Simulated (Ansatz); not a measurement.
`B[N]B` radical, 7 atoms. The species carries charge 0 and has multiplicity 2. All runs use 2 threads of a server CPU on a shared host. Correlated methods freeze the cores. Open-shell runs search over several starts.

Problem. How many basis functions does each run have, and how long does it take in Ansatz? UKS B97M-V/def2-TZVPP energy; UKS PBE-QIDH (frozen core)/def2-TZVPP energy; UKS PBE0-D4/def2-TZVP frequencies; UKS PBE0-D4/def2-SVP energy; UHF-CCSD(T)/def2-SVP energy; UHF-CCSD(T)/def2-TZVPP energy; UKS PBE0-D4/def2-QZVPP energy; UKS ωB97M-V/def2-TZVPP energy and forces; UKS ωB97M-V/def2-QZVPP energy; UKS PBE0-D4/def2-TZVP relaxation (4 steps); UKS B3LYP-D4/def2-TZVPP energy and forces; UHF-MP2/def2-QZVPP energy. (An estimate is asked.)

Solution. Computed: Other jobs shared the machine, so times are rough.

| level | job | functions | wall time | peak host memory (GiB) |
| --- | --- | --- | --- | --- |
| UKS PBE0-D4/def2-SVP | energy | 62 | 0.75 s | 0.14 |
| UHF-CCSD(T)/def2-SVP | energy | 62 | 1.8 s | 0.26 |
| UKS B3LYP-D4/def2-TZVPP | energy and forces | 149 | 2.1 s | 0.26 |
| UKS PBE-QIDH (frozen core)/def2-TZVPP | energy | 149 | 3.3 s | 0.29 |
| UKS PBE0-D4/def2-QZVPP | energy | 291 | 4.8 s | 0.65 |
| UKS B97M-V/def2-TZVPP | energy | 149 | 5.5 s | 0.27 |
| UKS ωB97M-V/def2-TZVPP | energy and forces | 149 | 5.5 s | 0.39 |
| UKS PBE0-D4/def2-TZVP | relaxation (4 steps) | 117 | 8 s | 0.22 |
| UKS ωB97M-V/def2-QZVPP | energy | 291 | 10 s | 0.87 |
| UHF-MP2/def2-QZVPP | energy | 291 | 11 s | 0.88 |
| UHF-CCSD(T)/def2-TZVPP | energy | 149 | 29 s | 2.3 |
| UKS PBE0-D4/def2-TZVP | frequencies | 117 | 41 s | 0.21 |

B3LYP here is the variant with VWN-RPA as its local correlation; programs differ in this.
